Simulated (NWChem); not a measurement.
Li cation

All runs: NWChem.

Question: Estimate the computed values for B3LYP/aug-cc-pVTZ. Quantities: highest occupied level (eV); orbital gap (eV).

Answer: 
```yaml
highest occupied level (eV): -63.98
orbital gap (eV): 56.99
```
